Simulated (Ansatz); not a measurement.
# HF with SiH3Cl: superposition error and deformation, part 3 of 3

Ansatz 0.2.0, Gaussian basis.

## 24. revPBE-D4/def2-TZVPPD

The inputs:

free-a/in.yaml

```yaml
crystal:
  periodic: [false, false, false]
  atoms:
    - {symbol: F, position_ang: [-0.475881, -0.730083, -2.375194]}
    - {symbol: H, position_ang: [-0.592132, 0.080475, -1.955781]}
basis:
  gaussian: {orbitals: "def2-TZVPPD.json"}
hamiltonian: {xc: {name: revPBE}, dispersion: d4}
```

free-b/in.yaml

```yaml
crystal:
  periodic: [false, false, false]
  atoms:
    - {symbol: Si, position_ang: [0.262508, 0.036589, 0.939772]}
    - {symbol: Cl, position_ang: [-0.518925, 1.528122, -0.235618]}
    - {symbol: H, position_ang: [1.533887, -0.421680, 0.334657]}
    - {symbol: H, position_ang: [-0.712534, -1.076311, 0.997424]}
    - {symbol: H, position_ang: [0.503076, 0.582988, 2.294840]}
basis:
  gaussian: {orbitals: "def2-TZVPPD.json"}
hamiltonian: {xc: {name: revPBE}, dispersion: d4}
```

Each run has its own folder and the same command.

Launch:

```bash
ansatz run in.yaml --threads 2 --pin off --events-out ev --progress --plain --max-ram 5222MiB
```

free-a printed, cut to the lines that bear on the results:

```text
Functional definition: revPBE
  name "revPBE"
  cite "Zhang & Yang, Phys. Rev. Lett. 80, 890 (1998) doi:10.1103/PhysRevLett.80.890"
  cite "Perdew, Burke & Ernzerhof, Phys. Rev. Lett. 77, 3865 (1996) doi:10.1103/PhysRevLett.77.3865"
[...]
256 factors; their error is unknown
[...]
mean field -2733.67829015 eV, -100.4608242092 hartree, gradient 5.0e-6 eV, S^2 0.000000; 0 other end points of the search recorded, 0 dependent functions left out
reference -2733.67833702 eV, -100.4608259319 hartree; 5, 5 occupied and 52, 52 virtual orbitals, 256 factors
Total energy: -2733.68775918 eV, -100.4611721899 hartree
```

free-b printed, cut to the lines that bear on the results:

```text
[... 4 set-up lines as earlier in the session ...]
[...]
806 factors; their error is unknown
[...]
mean field -20446.93699602 eV, -751.4110751721 hartree, gradient 2.9e-5 eV, S^2 0.000000; 0 other end points of the search recorded, 0 dependent functions left out
reference -20446.93705846 eV, -751.4110774666 hartree; 17, 17 occupied and 133, 133 virtual orbitals, 806 factors
Total energy: -20447.16233776 eV, -751.4193563282 hartree
```

Times: 0.2 s (free-a), 1.2 s (free-b) on 2 threads of Arm Neoverse V1, shared host.

## 25. B97M-V/def2-TZVPPD

Each input of step 24 (free-a, free-b) changes in the same lines:

```diff
-hamiltonian: {xc: {name: revPBE}, dispersion: d4}
+hamiltonian: {xc: {name: B97M-V}}
```

The same command starts each run, in its folder.

Launch:

```bash
ansatz run in.yaml --threads 2 --pin off --events-out ev --progress --plain --max-ram 5222MiB
```

Log of free-a, cut to the lines that bear on the results:

```text
[... 5 set-up lines as earlier in the session ...]
  # Of w^i u^j: cxij and so on, Table III.
[...]
  gx(w, u) = cx00 + cx01*u + cx02*u^2 + (cx10 + cx11*u)*w
[...]
  gos(w, u) = cos00 + cos01*u + cos03*u^3 + cos10*w + cos32*w^3*u^2
[...]
      + integral(e_c_pw_mod_opposite_spin*gos(b97_w_opposite, b97_u_opposite)) + vv10(b, c)
256 factors; their error is unknown
[...]
mean field -2733.45888572 eV, -100.4527612452 hartree, gradient 4.3e-5 eV, S^2 0.000000; 0 other end points of the search recorded, 0 dependent functions left out
reference -2733.45894042 eV, -100.4527632555 hartree; 5, 5 occupied and 52, 52 virtual orbitals, 256 factors
Total energy: -2733.45894042 eV, -100.4527632555 hartree
```

Output in free-b, cut to the lines that bear on the results:

```text
[... 5 set-up lines as earlier in the session ...]
  # Of w^i u^j: cxij and so on, Table III.
[...]
  gx(w, u) = cx00 + cx01*u + cx02*u^2 + (cx10 + cx11*u)*w
[...]
  gos(w, u) = cos00 + cos01*u + cos03*u^3 + cos10*w + cos32*w^3*u^2
[...]
      + integral(e_c_pw_mod_opposite_spin*gos(b97_w_opposite, b97_u_opposite)) + vv10(b, c)
806 factors; their error is unknown
[...]
mean field -20445.64625671 eV, -751.3636413772 hartree, gradient 2.2e-5 eV, S^2 0.000000; 0 other end points of the search recorded, 0 dependent functions left out
reference -20445.64632938 eV, -751.3636440479 hartree; 17, 17 occupied and 133, 133 virtual orbitals, 806 factors
Total energy: -20445.64632938 eV, -751.3636440479 hartree
```

They took 0.5 s (free-a), 4.9 s (free-b) on 2 threads of Arm Neoverse V1, shared host.

## 26. HSE06-D4/def2-TZVPPD

The same edit goes into each in.yaml of step 25 (free-a, free-b):

```diff
-hamiltonian: {xc: {name: B97M-V}}
+hamiltonian: {xc: hse06, dispersion: d4}
```

Each run has its own folder and the same command.

Launch:

```bash
ansatz run in.yaml --threads 2 --pin off --events-out ev --progress --plain --max-ram 5222MiB
```

Log of free-a, cut to the lines that bear on the results:

```text
[... 6 set-up lines as earlier in the session ...]
[...]
256 factors; their error is unknown
24 factors; integrals over basis functions are off by at most 5.9e-5 eV
[...]
mean field -2731.81029640 eV, -100.3921767052 hartree, gradient 4.2e-5 eV, S^2 0.000000; 0 other end points of the search recorded, 0 dependent functions left out
reference -2731.81033377 eV, -100.3921780786 hartree; 5, 5 occupied and 52, 52 virtual orbitals, 256 factors
Total energy: -2731.81169112 eV, -100.3922279602 hartree
```

Log of free-b, cut to the lines that bear on the results:

```text
[... 6 set-up lines as earlier in the session ...]
[...]
833 factors; their error is unknown
77 factors; integrals over basis functions are off by at most 1.7e-5 eV
[...]
mean field -20442.96732005 eV, -751.2651922710 hartree, gradient 1.4e-5 eV, S^2 0.000000; 0 other end points of the search recorded, 0 dependent functions left out
reference -20442.96737043 eV, -751.2651941224 hartree; 17, 17 occupied and 133, 133 virtual orbitals, 833 factors
Total energy: -20443.02551490 eV, -751.2673308923 hartree
```

They took 0.3 s (free-a), 1.8 s (free-b) on 2 threads of Arm Neoverse V1, shared host.

## 27. CCSD(T)/def2-TZVPPD

Each input of step 26 (free-a, free-b) changes in the same lines:

```diff
-hamiltonian: {xc: hse06, dispersion: d4}
+correlation: {method: ccsd_t}
```

The same command starts each run, in its folder.

Launch:

```bash
ansatz run in.yaml --threads 2 --pin off --events-out ev --progress --plain --max-ram 5222MiB
```

free-a printed, cut to the lines that bear on the results:

```text
[... 4 set-up lines as earlier in the session ...]
[...]
352 factors; integrals over basis functions are off by at most 1.1e-3 eV
[...]
mean field -2722.94004246 eV, -100.0662008853 hartree, gradient 1.6e-6 eV, S^2 0.000000; 0 other end points of the search recorded, 0 dependent functions left out
1 core orbitals not correlated: weight in the atoms' cores, before any rotation towards them, 1.000 or more for the frozen orbitals, at most 0.000 for the correlated occupied ones
reference -2722.94004246 eV, -100.0662008853 hartree; 4, 4 occupied and 52, 52 virtual orbitals, 352 factors
second order -7.43402169 eV of doubles, -0.00000000 eV of singles
cycle   1  -7.34228465 eV  change    9.2e-2 eV  update   4.7e-2
[...]
cycle   9  -7.48862737 eV  change    1.8e-6 eV  update   1.5e-6
perturbative correction -0.18478188 eV, -0.0067906088 hartree
Total energy: -2730.61345170 eV, -100.3481934739 hartree
```

Output in free-b, cut to the lines that bear on the results:

```text
[... 4 set-up lines as earlier in the session ...]
[...]
841 factors; integrals over basis functions are off by at most 6.7e-4 eV
[...]
mean field -20415.31169262 eV, -750.2488667083 hartree, gradient 1.3e-6 eV, S^2 0.000000; 0 other end points of the search recorded, 0 dependent functions left out
10 core orbitals not correlated: weight in the atoms' cores, before any rotation towards them, 1.000 or more for the frozen orbitals, at most 0.000 for the correlated occupied ones
reference -20415.31169262 eV, -750.2488667083 hartree; 7, 7 occupied and 133, 133 virtual orbitals, 841 factors
second order -8.77052397 eV of doubles, -0.00000000 eV of singles
cycle   1  -9.50811883 eV  change   -7.4e-1 eV  update   6.2e-2
[...]
cycle   8  -9.80148328 eV  change   -1.2e-5 eV  update   1.2e-5
perturbative correction -0.35614155 eV, -0.0130879605 hartree
Total energy: -20425.46931745 eV, -750.6221525358 hartree
```

Times: 0.3 s (free-a), 7.5 s (free-b) on 2 threads of Arm Neoverse V1, shared host; peak memory 0.85 GiB.

## 28. The split

```csv
method,interaction with counterpoise (meV),without,superposition error,deformation,binding energy
PBE-D4,-178,-182,4,-1,-179
revPBE-D4,-142,-146,4,-2,-145
BLYP-D4,-153,-157,4,-8,-160
r2SCAN-D4,-177,-180,3,8,-169
B97M-V,-153,-156,3,14,-138
PBE0-D4,-168,-171,3,10,-158
B3LYP-D4,-159,-163,4,2,-157
HSE06-D4,-167,-171,3,10,-158
wB97X-V,-159,-162,3,7,-152
wB97M-V,-158,-161,3,6,-152
B2PLYP,-124,-134,10,5,-119
Hartree-Fock,-53,-56,3,18,-35
MP2,-128,-156,27,7,-121
CCSD,-112,-138,26,8,-104
CCSD(T),-125,-154,29,6,-119
```

## 29. Outcome

The summary covers parts 1 to 3.

```
            quantity     value
interaction, CCSD(T)  -125 meV
 superposition error    29 meV
         deformation     6 meV
      binding energy  -119 meV
```

In this basis the superposition error is 29 meV for CCSD(T) and 4 meV on average for the plain functionals: correlated methods borrow far more, since they need many more functions to converge. Deformation takes back 5 % of the interaction. The free shapes are PBE0-D4 minima, so other methods can show a small negative deformation energy.
